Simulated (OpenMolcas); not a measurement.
**Exact exchange and the HOMO–LUMO gap of [BF2]+**

The species is [BF2]+ (3 atoms), meant as a singlet with charge +1. SMILES: `F[B+]F`. The shape is that of a PBE0-D4/def2-TZVP optimisation.

The HOMO–LUMO gap y, in eV, basis cc-pVTZ; a is the functional's share of exact exchange. Programs: OpenMolcas 26.06.

| functional | program | a | y (eV) |
| --- | --- | --- | --- |
| BLYP | OpenMolcas | 0 | 11.00 |
| revPBE | OpenMolcas | 0 | 11.15 |
| B3LYP | OpenMolcas | 0.2 | ? |
| PBE0 | OpenMolcas | 0.25 | 14.35 |
| BHLYP | OpenMolcas | 0.5 | 17.33 |

Q: Fit y = c + s·a to the known rows and predict B3LYP.

A: 
1. Means of the 4 rows: a = 0.1875, y = 13.457.
2. Σ(Δa)² = 0.17188, Σ(Δa·Δy) = 2.1594, so the slope is 2.1594/0.17188 = 12.563.
3. Intercept: 13.457 − (12.563) × 0.1875 = 11.101. The largest residual of the fit is 0.11.
4. B3LYP: 11.101 + (12.563) × 0.2 = 13.61 eV.

The run gave 13.58 eV, so the prediction is off by +0.03 eV, within the scatter of the fit. Exact exchange lowers occupied levels and raises empty ones. The rows mix families of semi-local functionals, which the line can't see.
